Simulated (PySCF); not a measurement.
SMILES C[C]=O (C2H3O), doublet, B3LYP/def2-SVP optimised geometry.

```
6

C     -0.92    -0.25     0.00
C      0.59    -0.25     0.00
O      1.33    -0.74    -0.78
H     -1.28     0.79     0.00
H     -1.28    -0.71     0.94
H     -1.33    -0.79    -0.87
```

Density from unrestricted B3LYP/def2-TZVP (PySCF) at that geometry.

Minimum of the electron density along straight lines between bonded atoms, close to the bond critical point (lines longer than 1.1 times the sum of covalent radii, or with two minima, are not listed):

| bond | length / Å | ρ at the minimum / e bohr⁻³ | ∇²ρ there / e bohr⁻⁵ | position (fraction from the first atom) |
|---|---|---|---|---|
| C1–C2 | 1.509 | 0.250 | [?] | 0.48 |
| C2–O3 | 1.183 | [?] | [?] | 0.33 |
| C1–H4 | 1.101 | 0.272 | -0.92 | 0.65 |
| C1–H5 | 1.101 | 0.272 | -0.92 | 0.65 |
| C1–H6 | 1.104 | 0.272 | -0.92 | 0.65 |

Problem. Fill in the missing entries.

Solution. 
- C1–C2, ∇²ρ there / e bohr⁻⁵: -0.62
- C2–O3, ρ at the minimum / e bohr⁻³: 0.441
- C2–O3, ∇²ρ there / e bohr⁻⁵: 0.35
